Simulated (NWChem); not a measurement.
System: sulfur dioxide (SO2); SMILES O=S=O

The following NWChem deck was run.

```
start job
memory heap 200 mb stack 900 mb global 1100 mb
geometry units angstroms noautoz
  O      1.250381     0.000000     0.373591
  S      0.000000     0.000000    -0.369092
  O     -1.250381     0.000000     0.373591
end
basis spherical
  * library def2-tzvpd
end
dft
  xc becke88 lyp
  iterations 150
  mulliken
end
task dft energy
```

Structure relaxed at the PBE0/def2-SVP level.

Q: Predict the main results of this run. (BLYP/def2-TZVPD.) Quantities: energy (Ha); highest occupied level (eV); orbital gap (eV); dipole (D).

A: 
```json
{
 "energy (Ha)": "-548.71",
 "highest occupied level (eV)": "-8.04",
 "orbital gap (eV)": "3.53",
 "dipole (D)": "1.65"
}
```
